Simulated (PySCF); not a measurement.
**BFH₃Li, an adduct: interaction energy**

The task here is to estimate one member of a computed series from the others.

Computed with PySCF 2.14.0; each step states its level. No surroundings beyond the atoms listed, unless a continuum is named. Atoms count from 0, parts from 1.

## Starting point

6 atoms, charge 0, multiplicity 1; geometry: GFN1-xTB. Parts: 1 = atoms 0–3, `B`, charge 0; 2 = atoms 4–5, `[Li][F]`, charge 0. In the given geometry B0 and F5 of different parts are bonded (1.49 Å), so values for the parts refer to these atom groups.

Set-up of the first run:

Job settings and geometry (Å):

```
{"job": {"xc": "PBE0", "basis": "def2-SVPD", "d3": "d3bj", "grid": 2, "kind": "geom", "shake": 0.01}, "charge": 0, "multiplicity": 1, "parts": [{"atoms": "0-3", "charge": 0, "multiplicity": 1}, {"atoms": "4-5", "charge": 0, "multiplicity": 1}]}
B      0.320164    -0.089172     0.787146
H     -0.521922    -0.850975     0.377197
H      0.164408     1.106235     0.091318
H      1.493146    -0.400898     0.789522
Li    -0.017008     1.871292     1.456658
F     -0.071340     0.325769     2.161136
```

Launch:

```bash
> OMP_NUM_THREADS=1 python cluster_run.py task.json out
```

This one command runs all jobs of the session in turn.

Steps of the session up to this table: Relaxing the molecule at PBE0-D3(BJ)/def2-SVPD; Coupled-cluster interaction energy: CCSD(T) and MP2.

One table of the session follows, with a row left open; its other results are not shown here.

It belongs to the step «Coupled-cluster interaction energy: CCSD(T) and MP2». 

```
                 method  interaction energy (kcal/mol)
         HF/aug-cc-pVDZ                         -52.15
        MP2/aug-cc-pVDZ                         -53.46
       CCSD/aug-cc-pVDZ                         -53.04
    CCSD(T)/aug-cc-pVDZ                         -53.34
         HF/aug-cc-pVTZ                              ?
        MP2/aug-cc-pVTZ                         -58.59
    SCS-MP2/aug-cc-pVTZ                         -56.73
      MP2, extrapolated                         -59.42
CCSD(T), limit estimate                         -59.29
```

Q: Estimate the row for HF/aug-cc-pVTZ from the others.

**Answer.** interaction energy (kcal/mol): -55.33. In the column «interaction energy (kcal/mol)» it lies between SCS-MP2/aug-cc-pVTZ (-56.73) and MP2/aug-cc-pVDZ (-53.46).

In this run the core of Li (1s) is correlated, in a basis without core functions; only the other cores are frozen.

To keep in mind: The interaction energy leaves out the deformation of the parts, 22.58 kcal/mol at MP2. So large a deformation means that a part is far from its own minimum, so a sum across the two methods would be rough.
